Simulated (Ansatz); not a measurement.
**SiH3O− (SMILES [O-][SiH3]): functionals against CCSD(T) at one geometry**

The task here is to estimate one member of a computed series from the others.

Program: Ansatz 0.2.0, Gaussian basis. Level of theory: single points in def2-TZVPPD. These are calculated values, not measurements.

Cores are frozen in the correlated methods.

## Starting geometry

SMILES `[O-][SiH3]`, 5 atoms, charge -1, spin multiplicity 1.

Atoms are counted from 1 here; the program's logs count them from 0.

Bond lengths: O1–Si2 1.677 Å, Si2–H3 1.457 Å, Si2–H4 1.478 Å, Si2–H5 1.509 Å. Angles: O1–Si2–H3 115.6°, O1–Si2–H4 106.7°, O1–Si2–H5 132.4°, H3–Si2–H4 97.8°, H3–Si2–H5 99.4°, H4–Si2–H5 98.8°.

Geometry (Å):

```
atom     x (Å)     y (Å)     z (Å)
  O1  -1.51024   0.22601   0.79782
 Si2  -0.03737   0.05581   0.01437
  H3  -0.11059  -0.14898  -1.42642
  H4   0.48681  -1.27648   0.38017
  H5   1.25056   0.83956   0.08755
```

Set-up of the first run:

run/in.yaml reads:

```yaml
crystal:
  periodic: [false, false, false]
  atoms:
    - {symbol: O, position_ang: [-1.510240, 0.226008, 0.797821]}
    - {symbol: Si, position_ang: [-0.037371, 0.055815, 0.014372]}
    - {symbol: H, position_ang: [-0.110585, -0.148983, -1.426416]}
    - {symbol: H, position_ang: [0.486813, -1.276484, 0.380171]}
    - {symbol: H, position_ang: [1.250560, 0.839561, 0.087549]}
basis:
  gaussian: {orbitals: "def2-TZVPPD.json"}
total_charge: -1
hamiltonian: {xc: pbe, dispersion: d4}
output: {forces: true}
```

The basis file named in the input lies beside it (Basis Set Exchange, JSON).

Launch:

```
$ ansatz run in.yaml --threads 2 --pin off --events-out ev --progress --plain --max-ram 3481MiB
```

Among the steps run: PBE-D4/def2-TZVPPD; r2SCAN-D4/def2-TZVPPD; PBE0-D4/def2-TZVPPD; wB97M-V/def2-TZVPPD; CCSD(T)/def2-TZVPPD.

One table of the session follows, with a row left open; its other results are not shown here.

```
   method  RMS force component (eV/Å)  angle to CCSD(T) forces (°)
   PBE-D4                       1.285                          7.0
r2SCAN-D4                       1.429                          2.4
  PBE0-D4                       1.482                          2.8
  wB97M-V                           ?                            ?
  CCSD(T)                       1.347                    reference
```

**Question.** Estimate the row for wB97M-V.

As computed: RMS force component (eV/Å): 1.429; angle to CCSD(T) forces (°): 2.7.
